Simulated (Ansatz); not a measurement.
Consider the hydrogenolysis of a C–O bond: `N=C(O)CN` + H₂ → `N=CCN` + H₂O.

Computed with Ansatz on PBE0-D4/def2-TZVP structures; ΔE is electronic, products minus reactants. CCSD(T)/CBS is the MP2 limit (def2-TZVPP, def2-QZVPP) plus CCSD(T) − MP2 in def2-TZVPP, frozen cores. This one scheme is used for every species. Functionals use def2-TZVPP. One conformer a species, not always the lowest.

| level | ΔE (kcal/mol) | difference from CCSD(T)/CBS |
| --- | --- | --- |
| LDA (SPW92) | -1.1 | 6.7 |
| PBE-D4 | -3.8 | 4.0 |
| r2SCAN-D4 | -3.3 | 4.5 |
| PBE0-D4 | -5.1 | 2.7 |
| ωB97X-V | -4.8 | 3.0 |
| PBE-QIDH | -6.1 | 1.7 |
| revPBE | -5.6 | 2.2 |
| r2SCAN | -3.5 | 4.3 |
| r2SCANh | -4.1 | 3.7 |
| BHLYP | -7.3 | 0.5 |
| MP2/def2-SVP | -3.0 | 4.8 |
| CCSD/def2-SVP | -5.0 | 2.8 |
| HF/def2-TZVPP | -8.7 | -0.9 |
| SCS-MP2/def2-TZVPP | -7.1 | 0.7 |
| SCS-MP2/def2-QZVPP | -7.7 | 0.1 |
| CCSD/CBS(def2) | -8.9 | -1.1 |
| CCSD(T)/CBS | -7.8 | 0 |

Largest T1 diagnostic among the species: 0.012.

In def2-TZVPP, CCSD(T) changes the Hartree–Fock value by +1.7 kcal/mol (the triples alone add +1.1 kcal/mol) and MP2 by +2.2 kcal/mol. At CCSD(T), def2-SVP lies +4.0 kcal/mol from the extrapolated value and def2-TZVPP +0.8 kcal/mol. From r2SCAN to r2SCAN0 (25 % exact exchange), in def2-TZVPP and without D4, ΔE moves by −1.4 kcal/mol.

CCSD(T)/CBS has its own doubt, a few kJ/mol and more with outer-core shells, so smaller differences from it don't rank the levels.
